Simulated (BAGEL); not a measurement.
# C2H4ClF (1-chloro-2-fluoroethane): HF/STO-3G (density fitting with cc-pvqz-jkfit)

Aim: the vertical electron affinity of C2H4ClF (1-chloro-2-fluoroethane) at HF/STO-3G (density fitting with cc-pvqz-jkfit), from 2 runs. 

The calculation is run with BAGEL 1.2.2.

6 further runs of the same task are left out: 6 set aside as unsound or not needed.

### Step 1. The system as given

C2H4ClF has 8 atoms, charge 0, and is taken as a singlet. SMILES: `FCCCl`. The shape is that of a PBE0-D4/def2-TZVP optimisation. This is one conformer, not always the lowest.

Bond lengths: F1–C2 1.375 Å, C2–C3 1.501 Å, C3–Cl4 1.778 Å, C2–H5 1.093 Å, C2–H6 1.096 Å, C3–H7 1.090 Å, C3–H8 1.091 Å. Some angles: F1–C2–C3 110.9°, C2–C3–Cl4 112.2°, F1–C2–H5 108.3°, F1–C2–H6 108.0°, C3–C2–H5 111.2°, C3–C2–H6 109.0°, C2–C3–H7 110.7°, C2–C3–H8 109.7°, Cl4–C3–H7 107.4°, Cl4–C3–H8 107.5°.

### Step 2. A single-point energy at HF/STO-3G (density fitting with cc-pvqz-jkfit)

Contents of input.json:

```json
{ "bagel" : [

{
  "title" : "molecule",
  "basis" : "sto-3g",
  "df_basis" : "cc-pvqz-jkfit",
  "angstrom" : true,
  "geometry" : [
    { "atom" : "F", "xyz" : [      -1.336980,       0.498150,       1.030500 ] },
    { "atom" : "C", "xyz" : [      -0.143560,       0.671020,       0.368890 ] },
    { "atom" : "C", "xyz" : [       0.300450,      -0.609920,      -0.275720 ] },
    { "atom" : "Cl", "xyz" : [      -0.759330,      -1.087620,      -1.620890 ] },
    { "atom" : "H", "xyz" : [      -0.273910,       1.462220,      -0.374180 ] },
    { "atom" : "H", "xyz" : [       0.609620,       0.981160,       1.102570 ] },
    { "atom" : "H", "xyz" : [       0.296790,      -1.425630,       0.446820 ] },
    { "atom" : "H", "xyz" : [       1.306920,      -0.489380,      -0.677980 ] }
  ]
},

{
  "title" : "hf"
},

{
  "title" : "print",
  "file" : "orbitals.molden",
  "orbitals" : true
}

]}
```

On the command line:

```sh
BAGEL_NUM_THREADS=1 BAGEL input.json > input.out
```

Standard output:

```text
* using 1 threads per process

  ===============================================================
  ===============================================================

  *** Geometry ***

  { "atom" : "F", "xyz" : [     -2.526526,      0.941367,      1.947363 ] },
  { "atom" : "C", "xyz" : [     -0.271289,      1.268044,      0.697101 ] },
  { "atom" : "C", "xyz" : [      0.567768,     -1.152582,     -0.521035 ] },
  { "atom" : "Cl", "xyz" : [     -1.434926,     -2.055304,     -3.063038 ] },
  { "atom" : "H", "xyz" : [     -0.517615,      2.763195,     -0.707098 ] },
  { "atom" : "H", "xyz" : [      1.152015,      1.854124,      2.083555 ] },
  { "atom" : "H", "xyz" : [      0.560852,     -2.694050,      0.844367 ] },
  { "atom" : "H", "xyz" : [      2.469721,     -0.924794,     -1.281197 ] },

  Number of auxiliary basis functions:      670

  Since a DF basis is specified, we compute 2- and 3-index integrals:
    o Being stored without compression. Storage requirement is 0.004 GB

  Number of basis functions:       28
  Number of electrons      :       42

    * METHOD: MOLECULE                             0.38

  *** RHF ***

  === Nuclear Repulsion ===
   161.6720073805

      * DIIS with orbital gradients will be used.

  === RHF iteration (sto-3g) ===
      0       -629.63355254          0.01973087           0.03
      1       -629.73921938          0.00542794           0.03
      2       -629.74694123          0.00108932           0.03
      3       -629.74749136          0.00013261           0.03
      4       -629.74749891          0.00003548           0.03
      5       -629.74749942          0.00000497           0.03
      6       -629.74749942          0.00000080           0.03
      7       -629.74749943          0.00000024           0.03
      8       -629.74749943          0.00000007           0.03
      9       -629.74749943          0.00000002           0.03
     10       -629.74749943          0.00000001           0.03
    * SCF iteration converged.

    * Permanent dipole moment:
           (   -0.914818,    -0.316005,    -0.470227) a.u.

    * METHOD: HF                                   0.42

    * METHOD: PRINT                                0.00

  ===============================================================
```

Wall time 0.93 s (1 thread of Arm Neoverse V1, shared host).

### Step 3. The doublet anion at the same level

Changes to input.json since step 2:

```diff
@@ -20,3 +20,5 @@
 {
-  "title" : "hf"
+  "title" : "uhf",
+  "charge" : -1,
+  "nopen" : 1
 },
```

On the command line:

```sh
BAGEL_NUM_THREADS=1 BAGEL input.json > input.out
```

Standard output:

```text
* using 1 threads per process

  ===============================================================
  ===============================================================

  *** Geometry ***

  { "atom" : "F", "xyz" : [     -2.526526,      0.941367,      1.947363 ] },
  { "atom" : "C", "xyz" : [     -0.271289,      1.268044,      0.697101 ] },
  { "atom" : "C", "xyz" : [      0.567768,     -1.152582,     -0.521035 ] },
  { "atom" : "Cl", "xyz" : [     -1.434926,     -2.055304,     -3.063038 ] },
  { "atom" : "H", "xyz" : [     -0.517615,      2.763195,     -0.707098 ] },
  { "atom" : "H", "xyz" : [      1.152015,      1.854124,      2.083555 ] },
  { "atom" : "H", "xyz" : [      0.560852,     -2.694050,      0.844367 ] },
  { "atom" : "H", "xyz" : [      2.469721,     -0.924794,     -1.281197 ] },

  Number of auxiliary basis functions:      670

  Since a DF basis is specified, we compute 2- and 3-index integrals:
    o Being stored without compression. Storage requirement is 0.004 GB

  Number of basis functions:       28
  Number of electrons      :       42

    * METHOD: MOLECULE                             0.38

  *** Open-shell HF ***

  === Nuclear Repulsion ===
   161.6720073805

      * DIIS with orbital gradients will be used.

  === UHF iteration (sto-3g) ===
      0       -629.35255135          0.02965873           0.06
      1       -629.42037100          0.00683743           0.06
      2       -629.42570272          0.00204848           0.06
      3       -629.42648774          0.00068317           0.06
      4       -629.42674498          0.00011776           0.06
      5       -629.42678711          0.00003155           0.06
      6       -629.42679600          0.00001394           0.06
      7       -629.42679801          0.00000484           0.06
      8       -629.42679829          0.00000145           0.06
      9       -629.42679832          0.00000051           0.06
     10       -629.42679833          0.00000020           0.06
     11       -629.42679834          0.00000006           0.06
     12       -629.42679834          0.00000002           0.06
     13       -629.42679834          0.00000001           0.06
    * SCF iteration converged.

    * S^2 (UHF) is 0.7574

    * Permanent dipole moment:
           (   -0.274395,    -0.964492,    -1.099020) a.u.

    * METHOD: UHF                                  0.92

    * METHOD: PRINT                                0.00

  ===============================================================
```

Wall time 1.4 s (1 thread of Arm Neoverse V1, shared host).

### Step 4. Results

At HF/STO-3G (density fitting with cc-pvqz-jkfit):

```
                                         quantity          value
                    singlet C2H4ClF: total energy  -629.74750 Eh
                   singlet C2H4ClF: dipole moment         2.74 D
                     singlet C2H4ClF: HOMO energy      -10.31 eV
                     singlet C2H4ClF: LUMO energy        9.93 eV
                   singlet C2H4ClF: HOMO–LUMO gap       20.24 eV
                      doublet anion: total energy  -629.42680 Eh
                              doublet anion: ⟨S²⟩          0.757
vertical electron affinity (to the doublet anion)      -8.727 eV
```

The anion lies 8.73 eV (201 kcal/mol) above the neutral: the electron isn't bound at this level, and such a value depends on the basis. Without diffuse functions anions come out too high. Hartree–Fock misses the correlation that binds many anions. In a minimal basis such a difference can be off by several eV, whatever the method.
